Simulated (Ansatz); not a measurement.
**Reading a saddle point**

A first-order saddle point of C2H10Si, closed shell, PBE0-D4/def2-TZVP, with one imaginary mode of 1511i cm⁻¹:

Si1  (-0.549, 0.281, 0.322)
C2  (0.634, -1.538, 0.555)
H3  (-1.602, -0.705, -0.159)
H4  (-1.128, 0.764, 1.603)
C5  (-0.380, 1.396, -1.169)
H6  (0.944, -0.235, 0.778)
H7  (0.964, 0.896, 0.883)
H8  (-0.064, -2.061, 1.207)
H9  (0.545, -1.888, -0.473)
H10  (1.657, -1.729, 0.905)
H11  (0.356, 0.970, -1.856)
H12  (-0.042, 2.396, -0.895)
H13  (-1.335, 1.453, -1.700)
(Å)

Program: Ansatz 0.2.0. Basis: def2-TZVPP and def2-QZVPP. Cores are frozen in the correlated methods. Extrapolation: Hartree–Fock as exp(−7.88 √X), correlation as X^−2.97.

Task: Which contacts change along the imaginary mode, and what lies on either side? (Judge from chemistry; the calculation decides.)

Result: The calculation gives: The step is C₂H₈Si (C[SiH2]C) + H₂ → CH₆Si ([CH3][SiH3]) + CH₄, with the molecules in contact on both sides. Shortening one way: Si1–H7, C2–H6; lengthening the same way: Si1–C2, H6–H7.
```json
{"pair": "Si1–H7", "one side (Å)": "3.40", "saddle (Å)": "1.73", "other side (Å)": "1.49"}
{"pair": "C2–H6", "one side (Å)": "3.93", "saddle (Å)": "1.36", "other side (Å)": "1.09"}
{"pair": "Si1–C2", "one side (Å)": "1.87", "saddle (Å)": "2.18", "other side (Å)": "3.98"}
{"pair": "H6–H7", "one side (Å)": "0.75", "saddle (Å)": "1.14", "other side (Å)": "3.24"}
```

Task: Which side is lower, and how far does the saddle lie above each? (To be estimated.)

Result: Computed: The side with Si1–H7, C2–H6 short is lower by 27.7 kJ/mol; the saddle lies 332.4 kJ/mol above it and 304.7 kJ/mol above the other (CCSD(T) at an estimated basis limit (MP2 extrapolated from triple and quadruple zeta, plus CCSD(T) − MP2 in triple zeta); electronic energies).

T1 diagnostic: at most 0.011. The end structure is not quite a true minimum (one mode of 27i cm⁻¹).

Labels in which every atom is bracketed show which atoms are joined, not bond orders.

For scale, one of the runs: CCSD(T)/def2-TZVPP, 244 basis functions, launched by `ansatz run in.yaml --threads 4 --pin off --events-out ev --progress --plain --max-ram 9574MiB`. Hardware: 4 CPU threads of an Intel Xeon, shared host. Wall time 100 s; peak host memory 4.8 GiB.
